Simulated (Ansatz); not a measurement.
Geometry optimisation, UKS PBE-D4/6-31G* (Ansatz 0.2.0).

input.yaml

```yaml
crystal:
  periodic: [false, false, false]
  atoms:
    - { symbol: Si, position_ang: [0.0, 0.0, 0.0] }
    - { symbol: H, position_ang: [0.0, 0.0, 1.71] }
    - { symbol: F, position_ang: [1.4994, 0.0, -0.5295] }
    - { symbol: H, position_ang: [-0.6877, 1.1914, -0.4862] }
    - { symbol: H, position_ang: [-0.6877, -1.1914, -0.4862] }
    - { symbol: C, position_ang: [0.0, 0.0, 3.12] }
    - { symbol: H, position_ang: [-0.5653, -0.8805, 3.4905] }
    - { symbol: H, position_ang: [1.0452, -0.0494, 3.4905] }
    - { symbol: H, position_ang: [-0.4798, 0.9298, 3.4905] }
magnetization:
  spin_polarized: true
  initial_magnetization: 1
basis:
  gaussian: { orbitals: "6-31G*" }
hamiltonian:
  xc: pbe
  dispersion: d4
relax:
  f_tol: 0.15
  max_steps: 25
  restrain:
    - { distance: [1, 5], at: 2.31, k: 30.0 }
    - { distance: [0, 1], at: 1.46, k: 30.0 }
```

Command:

```bash
$ ansatz run input.yaml --threads 1 --pin off --max-ram 2048MiB --backend cpu --events-out ev --progress --plain --runs-dir out
```

**Question.** Where does it end, and by what steps?

**Answer.** The run converged. The restraints hold the end off the free minimum. After 4 steps the energy has fallen by 0.017 eV (the restraints' own energy left out); C6 moved furthest, 0.51 Å.

| step | energy less start (eV) | largest force component (eV/Å) | accepted |
| --- | --- | --- | --- |
| 0 | 0.0000 | 1.728 | yes |
| 1 | 0.1051 | 0.920 | yes |
| 2 | 0.1490 | 1.988 | yes |
| 3 | 0.0820 | 0.872 | yes |
| 4 | -0.0168 | 0.622 | yes |

```xyz
9
Properties=species:S:1:pos:R:3
Si 0.007 0.000 -0.160
H 0.040 0.000 1.316
F 1.524 0.000 -0.748
H -0.706 1.223 -0.661
H -0.706 -1.223 -0.661
C -0.008 0.000 3.629
H -0.599 -0.918 3.687
H 1.081 -0.051 3.708
H -0.509 0.970 3.689
```

Run time: 15 s on 1 thread of Arm Neoverse V2, on a shared host, peak memory 0.14 GiB.
